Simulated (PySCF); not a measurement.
**CF₄, singlet: data card**

Computed with B3LYP in PySCF with C def2-TZVP, F def2-TZVP; no relativity; density-fitted integrals.

The structure is a minimum.

* Point group: Td
* Bond lengths: C–F 1.326 Å (×4)
* Bond angles: F–C–F 109.5° (×6)
* Enthalpy at 298.15 K above 0 K: 12.82 kJ/mol
* Atomisation energy without zero-point energy: 1961 kJ/mol
* Zero-point energy: 44.1 kJ/mol
* Rotational constants: 0.1892, 0.1892, 0.1892 cm⁻¹
* Rotational symmetry number: 12
* Lowest empty level: 2.20 eV
* Principal polarisabilities: 16.6, 16.6, 16.6 bohr³
* Entropy at 298.15 K and 1 bar: 262.0 J/(mol K)
* Highest occupied level: -12.31 eV
* Dipole moment: 0.00 D
* Heat capacity Cp at 298.15 K: 61.7 J/(mol K)
* Principal quadrupole moments (Buckingham, traceless) about the centre of mass: 0.00, 0.00, 0.00 D Å

Harmonic modes (masses in u: C 12.000, F 18.998):
```json
{"symmetry": "e", "ω (cm⁻¹)": "428", "IR (km/mol, summed over degenerate members)": "0.0", "μ (u)": "19.00"}
{"symmetry": "t2", "ω (cm⁻¹)": "622", "IR (km/mol, summed over degenerate members)": "9.7", "μ (u)": "18.23"}
{"symmetry": "a1", "ω (cm⁻¹)": "900", "IR (km/mol, summed over degenerate members)": "0.0", "μ (u)": "19.00"}
{"symmetry": "t2", "ω (cm⁻¹)": "1250", "IR (km/mol, summed over degenerate members)": "1254", "μ (u)": "13.00"}
```

In Td the vibrations span e + 2t2 + a1. The a1, e modes carry no infrared intensity, as symmetry demands.

Charges (e):
| atom | Mulliken | Löwdin | polar tensor | Mayer order to C1 |
| --- | --- | --- | --- | --- |
| C1 | 0.61 | -0.87 | 2.07 | – |
| F2,3,4,5 | -0.15 | 0.22 | -0.52 | 1.17 |

Mulliken populations on C1: s 2.92, p 2.01, d 0.40, f 0.05.

Counting electrons, carbon keeps none of its valence electrons outside its bonds, so the VSEPR class is AX4 and the expected shape is tetrahedral (Td), as computed.

The final relaxation and frequency run took 25 s on 4 threads of a shared Arm Neoverse V1 host, with 155 basis functions and 7 gradients; the process peaked at 1.8 GiB. Launch command: `OMP_NUM_THREADS=4 python axn.py task.json out`.
